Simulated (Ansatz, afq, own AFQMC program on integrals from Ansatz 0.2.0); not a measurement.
Where AFQMC and coupled cluster stand for W, septet

A free W atom.

Basis def2-TZVP with its core potentials. Only valence electrons are correlated. AFQMC by an in-house program on the Cholesky factors that Ansatz 0.2.0 writes for its CCSD(T) run. ph-AFQMC/CISD is guided by a CISD state made of CCSD amplitudes; releasing the constraint for a short imaginary time cuts its bias at the price of noise, slowly where states lie close. Error bars are statistical, one sigma. No spin–orbit coupling. The metal's outer-core s and p shells are frozen, which shifts wave-function levels against functionals.

Determinant: UHF, the one that the program's search chose, which needn't be the lowest solution.

Full CI on the same integrals is exact in this basis and with this determinant's frozen core.

Cautions: no spin-orbit coupling; outer-core shells of the metal frozen; the released energies have errors that jump between times, so the bars are unsure, so no released level is given (meV from the phaseless value at times in 1/Eh: -11 ± 8 at 0.60, -3.6 ± 0.9 at 1.20, -7 ± 4 at 2.00, -7.9 ± 1.9 at 3.00, -6.3 ± 1.8 at 4.20), though the last usable value meets full CI within the noise.

* T1 diagnostic: 0.0064
* weight of the determinant in the CISD state: 0.962
* ⟨S²⟩ of the determinant: 12.006
* size of the correlated space: 6 electrons in 36 orbitals

| level | correlation energy (eV) |
| --- | --- |
| MP2 | -1.6226 |
| CCSD | -1.8683 |
| CCSD(T) | -1.8919 |

(1) Estimate where full CI lies against CCSD(T) on the same integrals.

(1) 7.9 meV below CCSD(T).

Reference: full CI, correlation energy -1.900 eV.

| level | E − E(reference) (meV) | share of correlation (%) |
| --- | --- | --- |
| CCSD(T) | 7.9 | 99.58 |
| CCSDT | 1.7 | 99.91 |
| CCSDT(Q) | 0.2 | 99.99 |
| CCSDTQ | 0.0 | 100.00 |
| ph-AFQMC/HF | 81.3 ± 14.2 | 95.72 |
| ph-AFQMC/CISD | 8.7 ± 1.2 | 99.54 |

CCSDT and higher add their correlation energy to the determinant of the CCSD(T) run, since their own runs factorise the integrals more tightly (a shift of under 2 meV). A walk keeps the symmetry of its determinant, which the program's search chose and which needn't be the lowest solution, so a lower state of the same spin and another symmetry isn't excluded.
